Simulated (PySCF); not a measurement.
Delta-SCF ions had no search for a lower state. Excitations are Tamm–Dancoff values on a coarser integration grid. The basis has no diffuse functions, so Rydberg states are missing or too high.

C3H9N, SMILES `CN(C)C` (charge 0, multiplicity 1)

Calculation: PySCF 2.14.0 with PBE-D3(BJ)/def2-TZVP // PBE-D3(BJ)/def2-SVP.

```json
{
  "HOMO": "-4.78 eV",
  "dipole_moment": "0.33 D",
  "HOMO–LUMO gap": "5.10 eV",
  "LUMO": "0.32 eV",
  "S1 excitation (TDA)": "5.19 eV",
  "S1 oscillator strength": "0.043",
  "T1 excitation (TDA)": "5.01 eV",
  "S1–T1 gap (TDA)": "0.18 eV",
  "vertical ionisation energy (Delta-SCF)": "8.16 eV",
  "total_energy": "-174.2991 Ha",
  "cost": "roughly 120 core-seconds"
}
```

```xyz
13

C     -0.6804     1.1374    -0.4185
N      0.0067     0.1742     0.4170
C     -0.7073    -1.0827     0.5092
C      1.3896    -0.0060     0.0259
H     -0.1466     2.1099    -0.4007
H     -0.7653     0.8194    -1.4951
H     -1.7097     1.3074    -0.0405
H     -0.1936    -1.7642     1.2182
H     -0.7946    -1.6235    -0.4743
H     -1.7366    -0.9120     0.8866
H      1.5124    -0.4390    -1.0060
H      1.9227     0.9669     0.0432
H      1.9028    -0.6878     0.7351
```
Charge 0, spin multiplicity 1.
